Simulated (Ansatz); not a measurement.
in.yaml

```yaml
crystal:
  periodic: [false, false, false]
  atoms:
    - {symbol: Al, position_ang: [0.000000, 0.000000, 0.000000]}
    - {symbol: O, position_ang: [0.000000, 0.000000, 4.691000]}
basis:
  gaussian: {orbitals: 6-31G}
total_charge: 1
magnetization: {spin_polarized: false, initial_magnetization: 2}
correlation: {method: ccsdtq, electrons: outside_noble_gas}
```

```sh
$ ansatz run in.yaml --threads 1 --pin off --events-out ev --progress --plain --max-ram 2393MiB
```

Log:

```
355 factors; integrals over basis functions are off by at most 1.0e-7 eV
mean field evaluation 1: about -8590.8516 eV, gradient 5.6e1 eV
mean field evaluation 2: about -8590.8664 eV, gradient 5.5e1 eV
mean field evaluation 4: about -8592.0420 eV, gradient 5.0e1 eV
mean field evaluation 8: about -8592.0419 eV, gradient 5.0e1 eV
mean field evaluation 16: about -8610.4979 eV, gradient 4.3e-2 eV
mean field evaluation 32: about -8610.5562 eV, gradient 1.6e-4 eV
mean field evaluation 64: about -8610.5165 eV, gradient 1.5e0 eV
mean field evaluation 96: about -8603.5836 eV, gradient 1.2e0 eV
mean field evaluation 128: about -8610.4968 eV, gradient 2.5e-1 eV
mean field evaluation 160: about -8610.4725 eV, gradient 1.6e0 eV
...
cycle  25  -2.67589843 eV  change   -4.8e-8 eV  update   5.9e-5
cycle  26  -2.67589839 eV  change    3.2e-8 eV  update   5.3e-5
cycle  27  -2.67589839 eV  change    2.9e-9 eV  update   2.1e-5
cycle  28  -2.67589837 eV  change    2.4e-8 eV  update   3.6e-5
cycle  29  -2.67589836 eV  change    3.5e-9 eV  update   1.7e-5
cycle  30  -2.67589836 eV  change    4.8e-9 eV  update   3.3e-6
cycle  31  -2.67589835 eV  change    6.0e-9 eV  update   2.9e-6
cycle  32  -2.67589835 eV  change   -1.7e-9 eV  update   1.9e-6
cycle  33  -2.67589835 eV  change   2.7e-10 eV  update   1.8e-6
cycle  34  -2.67589836 eV  change  -7.8e-10 eV  update   2.4e-7
Total energy: -8613.23205933 eV, -316.5304399220 hartree
```

For the same geometry and basis full CI lies 0.1 meV higher.

Ran on 1 thread of Arm Neoverse V1, shared host: 23 s wall, 0.18 GiB peak host memory.
